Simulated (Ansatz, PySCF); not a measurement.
This Ansatz (a first-principles code) input computes a B3LYP/def2-TZVPD energy:

Ansatz 0.2 input:
```yaml
crystal:
  periodic: [false, false, false]
  atoms:
    - {symbol: C, position_ang: [0.00329743, -0.68959053, 0.83425245]}
    - {symbol: C, position_ang: [-0.00671643, 0.63296015, 0.90078215]}
    - {symbol: C, position_ang: [0.00781639, -0.84964659, -0.66746692]}
    - {symbol: C, position_ang: [-0.00399140, 0.72131498, -0.62771037]}
    - {symbol: H, position_ang: [-0.01400541, 1.37887752, 1.67955288]}
    - {symbol: H, position_ang: [-0.87973595, -1.30934951, -1.10071269]}
    - {symbol: H, position_ang: [0.90403817, -1.29604212, -1.09676329]}
    - {symbol: H, position_ang: [0.89064925, 1.17483501, -1.05862435]}
    - {symbol: H, position_ang: [-0.90338201, 1.16145109, -1.06259646]}
basis:
  gaussian:
    orbitals: def2-TZVPD
hamiltonian:
  xc: {name: B3LYP}
magnetization: {spin_polarized: true, initial_magnetization: 1}
output: {forces: true}
```

Question: Write an input for the same energy in PySCF and say what it gives.

Answer: 
```python
from pyscf import gto, scf, dft

mol = gto.M(
    atom='''
    C     0.00329743   -0.68959053    0.83425245
    C    -0.00671643    0.63296015    0.90078215
    C     0.00781639   -0.84964659   -0.66746692
    C    -0.00399140    0.72131498   -0.62771037
    H    -0.01400541    1.37887752    1.67955288
    H    -0.87973595   -1.30934951   -1.10071269
    H     0.90403817   -1.29604212   -1.09676329
    H     0.89064925    1.17483501   -1.05862435
    H    -0.90338201    1.16145109   -1.06259646
    ''',
    basis='def2-tzvpd',
    charge=0,
    spin=1,
    verbose=4,
)

mf = dft.UKS(mol, xc='b3lyp').density_fit(auxbasis='def2-universal-jkfit')
mf.grids.level = 3
mf.conv_tol = 1e-9
mf.max_cycle = 100
mf.max_memory = 1500
mf.kernel()
if not mf.converged:
    mf = mf.newton()
    mf.kernel(mf.make_rdm1())
for _ in range(2):
    mo, _, stable, _ = mf.stability(return_status=True)
    if stable:
        break
    mf.kernel(mf.make_rdm1(mo, mf.mo_occ))
mf.analyze()
```
It gives -155.34707 Eh, and Ansatz -155.34700 Eh, a difference of 0.07 mEh, from the treatment of integrals and grids.

It need not be the lowest isomer of its formula.
